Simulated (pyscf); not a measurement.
A first-order saddle from PySCF, ωB97X-D3(BJ)/def2-SVP:

```xyz
8

Si     1.3253    -0.4487     0.9439
Si    -0.6989     0.3815    -0.3854
F      1.0538     1.0637    -0.0312
H      1.4740    -1.7182     0.1904
H      2.7085     0.0215     1.2643
H      0.6056    -0.5565     2.2370
H     -1.5038     1.5904     0.0118
H     -0.7017     0.5139    -1.8852
```
Charge 0, spin multiplicity 1.

Surface: singlet, charge 0. Lowest wavenumbers (cm⁻¹): 257i, 173, 223, 353, 532.

### Question
Name the species on either side of this saddle.

### Answer
F–SiH₂–SiH₃ ⇌ F–SiH₃ + silylene (SiH₂) [singlet], a 1,1-elimination read from left to right: Si–Si, F–Si broken and F–Si formed. At CCSD(T)/def2-TZVPP + ΔMP2(QZVPP) it lies +54.6 kcal/mol from the left side and +0.7 kcal/mol from the right (each side as separated species at their lowest minima found). On the product side the descent ends in an adduct with a F–Si contact, 9.0 kcal/mol under the separated species and 3.8 kcal/mol under the saddle at ωB97X-D3(BJ)/def2-TZVP. What is counted as broken (F–Si) persists as a longer contact in the product adduct; parting that adduct is a step of its own. This is the saddle that the search found; another between the same sides may lie lower. The CCSD(T) − MP2 part came from Ansatz, without density fitting, on the same reference.
